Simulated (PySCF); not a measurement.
Species: 2-methyl-1-pentene, C6H12.
Numbering: `[CH2:1]=[C:2]([CH3:3])[CH2:4][CH2:5][CH3:6]` (hydrogens: H7, H8 on C1; H9, H10, H11 on C3; H12, H13 on C4; H14, H15 on C5; H16, H17, H18 on C6)

Structure used (PBE0-D3(BJ)/def2-SVP), in Å, numbered top down from 1:
```xyz
18
C6H12 angstrom
C     -1.1908    1.6002    0.8005
C     -0.9867    0.3503    0.3677
C     -1.8655   -0.2809   -0.6713
C      0.1390   -0.4971    0.9010
C      1.1686   -0.9189   -0.1515
C      1.8621    0.2542   -0.8240
H     -2.0127    2.2123    0.4177
H     -0.5428    2.0517    1.5573
H     -2.6907    0.3829   -0.9643
H     -1.2945   -0.5332   -1.5804
H     -2.2956   -1.2268   -0.3001
H      0.6502    0.0505    1.7100
H     -0.2903   -1.4070    1.3593
H      1.9174   -1.5661    0.3351
H      0.6830   -1.5524   -0.9140
H      2.6035   -0.0848   -1.5635
H      2.3881    0.8806   -0.0852
H      1.1403    0.9049   -1.3423
```

Computed with PySCF at wB97X-D/def2-SVPD, non-relativistic, on one gas-phase PBE0-D3(BJ)/def2-SVP geometry that isn't relaxed in the solvent. The solvent is an IEF-PCM continuum (Bondi radii, 1.10 Å for H, scaled by 1.2), and excitations are vertical TDDFT with non-equilibrium linear response and a frozen core. Only the electrostatic response of the medium enters.

```
run  E − E(gas) (kJ/mol)  HOMO (eV)  HOMO–LUMO gap (eV)  dipole (D)  lowest singlet (eV)  static polarisability (au)
gas                 0.00      -8.88               11.02        0.59                 7.07                        75.0
  P                -2.96      -8.86               11.04        0.72                 6.91                        86.0
  Q                -4.85      -8.88               11.05        0.81                 6.92                        93.7
```

Q: The runs were made in benzene and chloroform. Which run belongs to which solvent?

A: P = benzene, Q = chloroform. The dielectric constants are 2.271 (benzene), 4.711 (chloroform), and the energy falls further as ε rises. The optical constants n² used for the excitations are 2.25, 2.09 in the same order. In this model the ground state sees the solvent through ε alone.

Q: How constant is the ratio of the lowering to (ε − 1)/(2ε + 1)?

A: 
```
   solvent  (ε − 1)/(2ε + 1)  E − E(gas) (kJ/mol)  ratio (kJ/mol)  polarisation term (kJ/mol)
   benzene             0.229                -2.96           -12.9                       -3.09
chloroform             0.356                -4.85           -13.6                       -5.22
```

The ratio changes by +5.4 % in size from benzene to chloroform. The polarisation term is half the interaction of the solute with the induced surface charges.

Note: wB97X-D ran without an empirical dispersion term, which enters the total energy and its gradient alone.
